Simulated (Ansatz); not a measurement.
Relaxation of AlF2H (4 atoms, charge 0, multiplicity 1), to a largest force component of 0.03 eV/Å in at most 50 steps.

All numbers below come from RKS PBE0/def2-SVP in Ansatz 0.2.0.

```xyz
4
Properties=species:S:1:pos:R:3
Al -0.925 0.001 0.368
H 1.666 -0.002 1.329
F 1.959 0.002 0.453
F -1.200 -0.001 -1.285
```

Problem. Where does it end, and by what steps?

Solution. The run converged. After 7 steps the energy has fallen by 0.060 eV; F3 moved furthest, 0.45 Å.

```tsv
step	energy less start (eV)	largest force component (eV/Å)	accepted
0	0.0000	0.137	yes
1	0.0907	3.165	no
2	-0.0136	0.720	yes
3	-0.0265	0.907	yes
4	-0.0457	0.735	yes
5	-0.0524	0.473	yes
6	-0.0594	0.061	yes
7	-0.0596	0.022	yes
```

```xyz
4
Properties=species:S:1:pos:R:3
Al -0.931 0.000 0.453
H 1.808 0.000 1.259
F 1.511 0.000 0.381
F -0.888 0.000 -1.226
```

Whether the end is a true minimum wasn't checked by a vibrational analysis.

Run time: 7.1 s on 1 thread of Arm Neoverse V2, on a shared host, peak memory 0.1 GiB.
